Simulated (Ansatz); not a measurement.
P₂Pb: from a trial structure to a relaxed crystal

Computed with DFT r2SCAN, scalar-relativistic, plane waves, PAW (Ansatz 0.2.0). Cutoff 500 eV, Γ-centred k mesh, Gaussian smearing, no spin polarisation in the final step.

P₂Pb was placed on the marcasite structure type (Pnnm, No. 58), with Pb in place of Fe, P in place of S, at a guessed volume.

```xyz
6
Lattice="5.0428 0.0000 0.0000 0.0000 6.1547 0.0000 0.0000 0.0000 3.8422" Properties=species:S:1:pos:R:3 pbc="T T T"
P     1.0106    2.3308    0.0000
P     4.0322    3.8239    0.0000
P     3.5320    0.7466    1.9211
P     1.5108    5.4081    1.9211
Pb    0.0000    0.0000    0.0000
Pb    2.5214    3.0774    1.9211
```

Steps on the 4×4×4 mesh (6 atoms). 7 of 8 steps are shown, and the free energy counts from the last. Trial steps that were taken back and renewals of the plane-wave basis can be among the rows.

| step | ΔF (meV/atom) | V (Å³/atom) | P (GPa) | largest force component (eV/Å) |
| --- | --- | --- | --- | --- |
| 1 | 685.4 | 19.87 | 21.36 | 2.775 |
| 2 | 194.4 | 22.42 | 5.29 | 1.836 |
| 3 | 145.6 | 22.76 | 11.90 | 3.219 |
| 4 | 12.9 | 24.74 | 2.62 | 0.536 |
| 5 | 2.3 | 25.92 | -0.54 | 0.027 |
| 6 | 0.7 | 25.58 | 0.03 | 0.041 |
| 8 | 0.0 | 25.60 | -0.01 | 0.003 |

Steps on the 8×6×10 mesh (6 atoms). 4 of 5 steps are shown, and the free energy counts from the last.

```
step  ΔF (meV/atom) V (Å³/atom) P (GPa) largest force component (eV/Å)
   1            2.1        25.60     0.05                           0.054
   2            0.4        25.63    -0.10                           0.022
   3            0.1        25.56     0.00                           0.009
   5            0.0        25.53     0.01                           0.002
```

A final relaxation ran on a 8×6×10 mesh. The relaxed crystal, Pnnm (No. 58):

Space group Pnnm (No. 58). a = 5.339 Å, b = 6.829 Å, c = 4.201 Å, α = 90.00°, β = 90.00°, γ = 90.00°
| atom | site | symmetry | x | y | z |
| --- | --- | --- | --- | --- | --- |
| P | 4g | ..m | 0.1523 | 0.4071 | 0.0000 |
| Pb | 2a | ..2/m | 0.0000 | 0.0000 | 0.0000 |

```yaml
Volume_per_atom: 25.53 Å³
Density: 5.84 g/cm³
Energy_over_the_elements: 0.14 eV/atom
Gap_on_the_8×6×10_mesh: 0 eV (a metal)
```

Formation energies are uncorrected and refer to the elements' standard structures at the same level.

The final run used a 8×6×10 mesh on its 6-atom cell and 0.10 eV smearing. The k mesh leaves about 4 meV/atom of noise in metals. Spin–orbit coupling is left out.

A structure relaxed within its symmetry needn't be a true minimum.

Cost: 3 runs of about 10 core-minutes in all, on Arm Neoverse V1 (shared hosts).